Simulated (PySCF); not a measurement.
H₂O.
SMILES: `O`

Computed with B3LYP/3-21G in PySCF (dipole) on a GFN2-xTB geometry, gas phase.

Take the most abundant isotopes and a rigid rotor. 

What are A, B and C (MHz)?

Ia = 0.58, Ib = 1.20, Ic = 1.78 u·Å²; 505379 MHz·u·Å²/I gives A = 871841, B = 420472, C = 283666 MHz.

What kind of rotor is it?

An asymmetric top; Ray's κ = -0.535.

Give the coordinates in the principal-axis frame, origin at the centre of mass.

The sense of each axis is arbitrary; atoms in the order of the calculation.
```tsv
atom	mass (u)	a (Å)	b (Å)	c (Å)
O1	15.995	0.000	-0.064	0.000
H2	1.008	-0.772	0.505	0.000
H3	1.008	0.772	0.505	0.000
```

Where do the levels up to J = 4 lie, in MHz?

Above 0(0,0):
J = 1: 1(0,1) 704138, 1(1,1) 1155507, 1(1,0) 1292313
J = 2: 2(0,2) 2085750, 2(1,2) 2426976, 2(1,1) 2837396, 2(2,1) 4191501, 2(2,0) 4218165
J = 3: 3(0,3) 4097586, 3(1,3) 4318869, 3(1,2) 5136386, 3(2,2) 6303916, 3(2,1) 6431159, 3(3,1) 8918085, 3(3,0) 8921409
J = 4: 4(0,4) 6692346, 4(1,4) 6816990, 4(1,3) 8162314, 4(2,3) 9099534, 4(2,2) 9448227, 4(3,2) 11779457, 4(3,1) 11802199, 4(4,1) 15378663, 4(4,0) 15379006

Which lines would a microwave search look for?

The dipole components are |μa| = 0.00 D, |μb| = 2.22 D, |μc| = 0.00 D; the symmetry axis of this C2v structure is b, so μa and μc vanish by symmetry and there are no a-type or c-type lines. Some lines, for components of 0.1 D or more:

| type | branch | J(Ka,Kc) | MHz | lower level (cm⁻¹) |
| --- | --- | --- | --- | --- |
| b | R | 1(1,1) ← 0(0,0) | 1155507 | 0.000 |
| b | R | 2(1,2) ← 1(0,1) | 1722838 | 23.488 |
| b | Q | 2(2,1) ← 2(1,2) | 1764525 | 80.955 |
| b | Q | 3(2,2) ← 3(1,3) | 1985046 | 144.062 |
| b | Q | 4(3,1) ← 4(2,2) | 2353973 | 315.159 |
| b | R | 4(0,4) ← 3(1,3) | 2373477 | 144.062 |
| b | R | 2(2,1) ← 1(1,0) | 2899188 | 43.107 |
| b | Q | 4(4,0) ← 4(3,1) | 3576806 | 393.679 |
| b | R | 3(3,0) ← 2(2,1) | 4729908 | 139.813 |
| b | R | 4(3,1) ← 3(2,2) | 5498283 | 210.276 |

GFN2-xTB frequencies: not computed here. No vibrational averaging or centrifugal distortion is included, and the geometry carries the error of its method.
